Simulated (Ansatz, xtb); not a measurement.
A ladder of methods for SiNH5 (Si(NH2)H3)

SiNH5 has 7 atoms, charge 0, and is taken as a singlet. SMILES: `[H][Si]([H])([H])N`. The shape is that of a GFN2-xTB optimisation.

```jsonl
{"atom": "Si", "x (Å)": "-0.0007", "y (Å)": "0.0024", "z (Å)": "-0.6830"}
{"atom": "N", "x (Å)": "0.0907", "y (Å)": "0.1787", "z (Å)": "1.0286"}
{"atom": "H", "x (Å)": "0.7077", "y (Å)": "-0.4282", "z (Å)": "1.5438"}
{"atom": "H", "x (Å)": "-0.7637", "y (Å)": "0.3074", "z (Å)": "1.5458"}
{"atom": "H", "x (Å)": "1.3878", "y (Å)": "-0.0099", "z (Å)": "-1.1355"}
{"atom": "H", "x (Å)": "-0.7479", "y (Å)": "1.1693", "z (Å)": "-1.1461"}
{"atom": "H", "x (Å)": "-0.6738", "y (Å)": "-1.2197", "z (Å)": "-1.1536"}
```

Quantity: the electronic atomisation energy, in eV. The values are calculated. Electronic energies at fixed atoms, without zero-point motion or spin-orbit coupling.

```tsv
level	kind	program	value (eV)	less FCI/STO-3G	CPU time (all runs)
GFN1-xTB	semi-empirical	xtb	34.64	+11.95	under 2 s
HF/STO-3G	Hartree–Fock	Ansatz	19.89	-2.80	0.14 s
r2SCAN/STO-3G	meta-GGA	Ansatz	26.59	+3.90	4.4 s
r2SCAN0/STO-3G	hybrid meta-GGA	Ansatz	26.16	+3.47	4 s
wB97M-V/STO-3G	range-separated hybrid	Ansatz	27.64	+4.95	21 s
RPA@PBE/STO-3G	RPA	Ansatz	22.61	-0.08	2.2 s
MP2/STO-3G	perturbation theory	Ansatz	21.98	-0.71	0.16 s
CCSDT(Q)/STO-3G	coupled cluster or CI	Ansatz	22.69	0.00	0.59 s
FCI/STO-3G	exact in the basis	Ansatz	22.69	0.00	9.9 s
```

FCI/STO-3G is exact within its basis and frozen core, so for wave-function methods in that basis the difference is their error; functionals converge differently with the basis, so for them it is only a difference. The values span 19.89 to 34.64 eV. GFN1-xTB: no spin polarisation, so open shells miss the exchange term that lowers them. All rows use very small basis sets, so none should be taken for the real molecule's value. In so small a basis fixed costs decide the times, and correlated methods can beat functionals. Times are those of the runs behind each value, whatever else they computed, on shared processors of several kinds: orders of magnitude only.
